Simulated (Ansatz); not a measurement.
Input for Ansatz (development build ahead of 0.2.0):

```yaml
crystal:
  periodic: [false, false, false]
  atoms:
    - { symbol: C, position_ang: [0.0, 0.0, -1.02978] }
    - { symbol: Cl, position_ang: [0.0, 0.0, 0.6035] }
    - { symbol: H, position_ang: [0.0, -0.95368, -1.36029] }
    - { symbol: H, position_ang: [-0.82591, 0.47684, -1.36029] }
    - { symbol: H, position_ang: [0.82591, 0.47684, -1.36029] }
basis:
  gaussian: { orbitals: cc-pVDZ }
hamiltonian:
  xc: hf
correlation:
  method: mp2
  frozen_orbitals: { C: 1, Cl: 5, H: 0 }
```

The input is written out in the form of the current development build from the run's settings.

The run gave:

```json
{"Converged": "yes", "Reference energy": "-499.08990 hartree", "Correlation energy": "-0.28178 hartree", "Total energy": "-499.37168 hartree", "Spin squared of the determinant": "0.000"}
```

Caution: no unrestricted run beside it, a lower state can exist.
